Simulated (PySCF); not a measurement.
Compound: C4H9Cl.
Bonds: C1–C2, C2–C3, C3–C4, C4–Cl5. Hydrogens: H6, H7, H8 on C1; H9, H10 on C2; H11, H12 on C3; H13, H14 on C4.

The same species was optimised twice, with GFN2-xTB and with PBE0-D3(BJ)/def2-SVP (PySCF), and the same property calculations (PySCF, gas phase) were run on both structures.

```
      coordinate  GFN2-xTB  PBE0-D3(BJ)/def2-SVP  change
       C1–H6 (Å)     1.087                 1.102  +0.015
       C1–H8 (Å)     1.087                 1.102  +0.015
       C1–H7 (Å)     1.087                 1.100  +0.013
       C2–H9 (Å)     1.092                 1.104  +0.012
      C2–H10 (Å)     1.092                 1.104  +0.012
      C3–H12 (Å)     1.092                 1.103  +0.011
      C3–H11 (Å)     1.092                 1.103  +0.011
      C4–H13 (Å)     1.090                 1.100  +0.010
      C4–H14 (Å)     1.090                 1.100  +0.010
       C3–C4 (Å)     1.519                 1.513  -0.006
       C2–C3 (Å)     1.529                 1.524  -0.005
      C4–Cl5 (Å)     1.785                 1.790  +0.005
       C1–C2 (Å)     1.524                 1.521  -0.003
   H9–C2–H10 (°)     107.7                 105.8    -1.9
  H11–C3–H12 (°)     107.9                 106.2    -1.7
  H13–C4–H14 (°)     109.7                 108.1    -1.6
    C2–C3–C4 (°)     111.0                 112.4    +1.4
    C1–C2–C3 (°)     111.5                 112.9    +1.4
    C2–C1–H7 (°)     110.4                 111.6    +1.2
   C3–C4–Cl5 (°)     110.7                 111.8    +1.1
    H6–C1–H8 (°)     108.3                 107.4    -0.9
 C1–C2–C3–C4 (°)       180                   180       0
C2–C3–C4–Cl5 (°)       180                   180       0
```

Rotational constants: A = 16834, B = 1337, C = 1278 MHz (GFN2-xTB) against A = 16939, B = 1321, C = 1264 MHz (PBE0-D3(BJ)/def2-SVP). Point groups within 0.08 Å: Cs and Cs. Atoms that the bonding makes alike are paired by their places after alignment.

On the GFN2-xTB structure: HOMO (eV) -8.26 [PBE0/pcSseg-1]; LUMO (eV) 0.95 [PBE0/pcSseg-1]; dipole (D) 2.34 [PBE0/pcSseg-1]; GIAO shielding of C1 (ppm) 170.3 [PBE0/pcSseg-1]; GIAO shielding of C2 (ppm) 161.3 [PBE0/pcSseg-1]; GIAO shielding of C3 (ppm) 145.2 [PBE0/pcSseg-1]; GIAO shielding of C4 (ppm) 136.4 [PBE0/pcSseg-1]; GIAO shielding of Cl5 (ppm) 854.3 [PBE0/pcSseg-1].

Problem. What do these properties become on the PBE0-D3(BJ)/def2-SVP structure?

Solution. 
| property | level | on GFN2-xTB | on PBE0-D3(BJ)/def2-SVP | change |
| --- | --- | --- | --- | --- |
| HOMO (eV) | PBE0/pcSseg-1 | -8.26 | -8.32 | -0.06 |
| LUMO (eV) | PBE0/pcSseg-1 | 0.95 | 0.90 | -0.05 |
| dipole (D) | PBE0/pcSseg-1 | 2.34 | 2.33 | -0.01 |
| energy, GFN2-xTB geometry as zero (kcal/mol) | PBE0/pcSseg-1 | 0.0 | -0.3 | -0.3 |
| GIAO shielding of C1 (ppm) | PBE0/pcSseg-1 | 170.3 | 168.3 | -2.0 |
| GIAO shielding of C2 (ppm) | PBE0/pcSseg-1 | 161.3 | 160.4 | -0.9 |
| GIAO shielding of C3 (ppm) | PBE0/pcSseg-1 | 145.2 | 145.0 | -0.2 |
| GIAO shielding of C4 (ppm) | PBE0/pcSseg-1 | 136.4 | 134.9 | -1.5 |
| GIAO shielding of Cl5 (ppm) | PBE0/pcSseg-1 | 854.3 | 850.1 | -4.2 |

The heavy atoms differ by 0.013 Å rms after alignment. Among all bonds C1–H6 and C1–H8 change most and about equally (+0.015 Å). Changes are differences of the printed values. Neither structure is proved a minimum here.

Shape of the structure used: `[CH3:1][CH2:2][CH2:3][CH2:4][Cl:5]`: C1–C2–C3–C4 180°, C2–C3–C4–Cl5 180°.
